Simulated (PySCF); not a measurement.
What the low excited states add to the polarisability

C₅H₁₁S (charge +1).
Z-matrix (Å and degrees, PBE0-D3(BJ)/def2-SVP geometry), rows numbered from 1:
```
C 
S   1  1.7981
C   2  1.8428  1  103.04
C   3  1.5263  2  105.86  1  -113.83
C   4  1.5229  3  107.54  2    34.16
C   5  1.5201  4  106.15  3   -48.81
H   1  1.0989  2  107.10  3   -70.55
H   1  1.0986  2  107.20  3   172.53
H   1  1.0980  2  111.06  3    50.81
H   3  1.0983  2  107.32  1   123.34
H   3  1.0999  2  106.33  1     6.87
H   4  1.0999  3  109.67  2   156.86
H   4  1.1013  3  109.88  2   -85.83
H   5  1.1022  4  111.05  3    71.44
H   5  1.1001  4  112.25  3  -169.03
H   6  1.0995  2  108.04  1   -38.34
H   6  1.1005  2  104.68  1  -153.84
```

Theory: TDDFT wB97X-D/def2-SVPD, vertical, gas phase, core orbitals frozen in the response (PySCF).

Computed singlets:

| state | E (eV) | f |
| --- | --- | --- |
| S1 | 7.76 | 0.040 |
| S2 | 8.02 | 0.034 |
| S3 | 8.68 | 0.0039 |
| S4 | 9.05 | 0.0071 |
| S5 | 9.07 | 0.0029 |
| S6 | 9.19 | 0.038 |
| S7 | 9.33 | 0.013 |
| S8 | 9.36 | 0.065 |
| S9 | 9.53 | 0.029 |
| S10 | 9.66 | 0.0054 |

Q: How much of the mean static polarisability do these states give, one by one?

A: Each state adds f / ΔE² (ΔE in hartree, 27.2114 eV).

| state | f/ΔE² (au) | running sum (au) | running share of α (%) |
| --- | --- | --- | --- |
| S1 | 0.50 | 0.50 | 0.7 |
| S2 | 0.40 | 0.89 | 1.3 |
| S3 | 0.04 | 0.93 | 1.3 |
| S4 | 0.06 | 1.00 | 1.4 |
| S5 | 0.03 | 1.02 | 1.4 |
| S6 | 0.33 | 1.35 | 1.9 |
| S7 | 0.11 | 1.46 | 2.1 |
| S8 | 0.55 | 2.01 | 2.8 |
| S9 | 0.23 | 2.25 | 3.2 |
| S10 | 0.04 | 2.29 | 3.2 |

The full response gives 70.64 au (10.47 Å³), so 68.4 au comes from the higher roots of the same equations.

Q: By how much does the contribution of these states grow at 1064 nm?

A: With ω = 0.0428 hartree each state's term in the mean polarisability goes from f / ΔE² to f / (ΔE² − ω²); the sum over all 10 states goes from 2.29 to 2.33 au, a rise of 0.04 au.

The largest single term belongs to S8, which also has the largest f.

One conformer stands for the species.
